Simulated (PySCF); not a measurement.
hydrogen fluoride (FH), SMILES F. Coordinates come from a B3LYP-D3(BJ)/def2-TZVPD optimisation.

TDA-ωB97X/def2-TZVPD run with PySCF puts the lowest singlet excitations at 10.26, 10.26, 13.25, 13.25, 13.34, 13.35 eV and the lowest triplet (TDA) at 9.84 eV.

Question: What are the lowest singlet roots from EOM-CCSD/aug-cc-pVDZ in PySCF 2.14.0? (An estimate is asked for; the answer gives what the named calculation found.)

Answer: 10.22, 10.22, 14.00, 14.00, 14.38, 15.00 eV; triplets 9.81, 9.81, 13.26 eV. S1 differs by -0.03 eV (second minus first; roots are paired by order, and the bases may differ).
